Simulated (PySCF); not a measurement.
**Computed and reference excited states of `C1=CC=CC1=O` (cyclopentadienone)**

Published values to compare with (the computed states carry no symmetry labels, so the two lists aren't matched line by line):

```
    state  E (eV)      f   kind of transition  source
3B2(π→π*)    2.29         vertical absorption     [1]
3A2(n→π*)    2.65         vertical absorption     [1]
1A2(n→π*)    2.94         vertical absorption     [1]
1B2(π→π*)    3.58  0.004  vertical absorption     [1]
3A1(π→π*)    4.19         vertical absorption     [1]
```

[1] computed, theoretical best estimate (aug-cc-pVTZ, frozen core, CC3 geometry), gas; Veril, Scemama, Caffarel, Lipparini, Boggio-Pasqua, Jacquemin, Loos, WIREs Comput. Mol. Sci. 2021, 11, e1517 (QUESTDB)

Species: cyclopentadienone, C₅H₄O.
Atom-mapped SMILES: `[O:1]=[C:2]1[CH:3]=[CH:4][CH:5]=[CH:6]1` (hydrogens: H7 on C3; H8 on C4; H9 on C5; H10 on C6)

Method used: TDDFT CAM-B3LYP/def2-SVPD, vertical, gas phase, core orbitals frozen in the response in PySCF. Geometry: GFN2-xTB; no solvent, vibrations or thermal averaging.

Computed singlets: 2.96 eV (f 0.000); 3.10 eV (f 0.006); 6.36 eV (f 0.185); 6.67 eV (f 0.002); 7.07 eV (f 0.000); 7.36 eV (f 0.000); 7.56 eV (f 0.003); 7.62 eV (f 0.000). Computed triplets (Tamm–Dancoff): 1.91, 2.44, 4.01 eV.

Question: How does the lowest computed singlet compare with the best estimate listed for the lowest singlet (vertical absorption)?

Answer: 2.96 eV against 2.94 eV for 1A2(n→π*) [1]: a difference of +0.02 eV. Geometry and basis of the two calculations needn't be the same.

Question: How does the lowest computed triplet compare with the best estimate listed for the lowest triplet (vertical absorption)?

Answer: 1.91 eV against 2.29 eV for 3B2(π→π*) [1]: a difference of -0.38 eV. Geometry and basis of the two calculations needn't be the same.

Time: 17 s of wall time. Hardware: x86-64 server, one thread, no GPU (shared host).
